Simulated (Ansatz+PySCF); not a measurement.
## triplet O₂: levels of theory in one basis

```yaml
atoms:
  - { symbol: O, position_ang: [0.0000, 0.0000, -0.7427] }
  - { symbol: O, position_ang: [0.0000, 0.0000, 0.7427] }
```

Basis set: STO-3G (spherical functions). Frozen core: 2 orbitals. Correlation on ROHF uses semicanonical orbitals with singles. Charge 0, multiplicity 3.

Computed with Ansatz (development build ahead of 0.2.0); each method stands on the lowest determinant of its kind that the runs found.

```tsv
method	E − E(ROHF) (eV)	<S²> of the determinant
ROHF	0.00	2.00
UHF	-0.02	2.00
ROHF-MP2	-1.46	–
UHF-MP2	-1.47	2.00
ROHF-CCSD	-3.09	–
ROHF-CCSD(T)	-3.10	–
UHF-CCSD(T)	-3.10	2.00
```

Q: What does full CI (lowest root of this spin) give on the same scale?

A: -3.20 eV.

At such a shape the full CI root can have another spatial symmetry than the determinants, so the rows needn't describe one state.

Q: Is a single determinant a sound starting point here?

A: It is doubtful. Unrestricted orbitals gain 0.02 eV with <S²> 2.00 against 2.00 for a pure state, but the cluster amplitudes or the share of triples are large.

Caution for ROHF, UHF, ROHF-MP2, UHF-MP2, ROHF-CCSD, ROHF-CCSD(T), UHF-CCSD(T): the determinant may break the point group. Caution for ROHF-MP2, UHF-MP2, ROHF-CCSD, ROHF-CCSD(T), UHF-CCSD(T): large amplitudes, a single reference is doubtful. Caution for ROHF-MP2, UHF-MP2: another reference gives a lower total. Caution for UHF-CCSD(T): the program doubts this total.
